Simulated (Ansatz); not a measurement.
Species: C2H5, charge 0, doublet. C2H5 (SMILES [CH2]C, doublet).
B3LYP-D3(BJ)/def2-TZVP minimum from Ansatz (a first-principles code):
```xyz
7

C     -0.0207    -0.6912     0.0019
C      0.0032     0.7917    -0.0023
H      0.9947    -1.1171     0.0074
H     -0.5251    -1.0873     0.8864
H     -0.5178    -1.0924    -0.8844
H      0.0727     1.3495     0.9213
H      0.0803     1.3441    -0.9285
```
Charge 0, spin multiplicity 2.

Hartree-Fock and MP2 correlation energies in hartree (Ansatz). Radicals and triplets start from unrestricted determinants; spin-orbit coupling is neglected. Correlated methods leave the cores frozen. No relativity.

```csv
basis,X,E(HF),"E(corr, MP2)"
cc-pVTZ,3,-78.62785,-0.33068
cc-pVQZ,4,-78.63306,-0.35154
cc-pV5Z,5,-78.63438,withheld
```

Q: Fit E(corr) = E∞ + A/X³ to X = 3 and 4, predict X = 5, and compare with the run.

A: A = (-0.33068 - (-0.35154))/(1/27 - 1/64) = 0.9742; E∞ = -0.35154 - A/64 = -0.36676; at X = 5, E∞ + A/125 = -0.35897. The run gave -0.35930, 0.33 mEh below the prediction. The same form on X = 4 and 5 gives E∞ = -0.36744, 0.68 mEh below the first estimate.
